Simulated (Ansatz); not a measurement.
A made-up structure of CH5S2 (charge +1), singlet:

| atom | x (Å) | y (Å) | z (Å) |
| --- | --- | --- | --- |
| S1 | -1.8479 | 0.3698 | 0.1623 |
| C2 | 0.7070 | -1.1254 | 0.3772 |
| S3 | -0.0939 | 0.5546 | 0.3647 |
| H4 | -1.8396 | 0.3454 | -1.1824 |
| H5 | 0.5164 | 1.3196 | -0.5798 |
| H6 | 0.1635 | 1.0422 | 1.6079 |
| H7 | 1.7348 | -0.8914 | 0.2657 |
| H8 | 0.5788 | -1.3653 | -0.6473 |

It is relaxed with PBE-D4/def2-SVP and then PBE0-D4/def2-TZVP (Ansatz 0.2.0). Atoms count as bonded within 1.22 times the sum of their covalent radii (H–H: 0.88 Å). The end point is not checked to be a true minimum.

(1) Does its bonding change? (Judge from chemistry; the calculation decides.)

Answers

(1) The calculation gives: No: no bond forms or breaks.

Where it ends: The first stage lowers the energy by 3.51 eV in 23 steps. It ends as CH₅S₂ ([CH2][SH2][SH]), total charge +1:
```
8
angstrom
S -2.0279 0.8076 0.2953
C 1.0439 -0.8384 0.1028
S 0.0831 0.4517 0.2030
H -2.2348 0.1425 -0.8593
H 0.4953 1.3010 -0.7637
H 0.3383 1.1290 1.3460
H 1.0331 -1.5212 0.9459
H 1.1880 -1.2228 -0.9017
```

Labels in which every atom is bracketed show which atoms are joined, not bond orders.

For scale, one of the runs: PBE0-D4/def2-TZVP relaxation, 135 basis functions, launched by `ansatz run in.yaml --threads 2 --pin off --events-out ev --progress --plain --max-ram 4352MiB`. Hardware: 2 CPU threads of an Arm Neoverse V2, shared host. Wall time about 24 s.
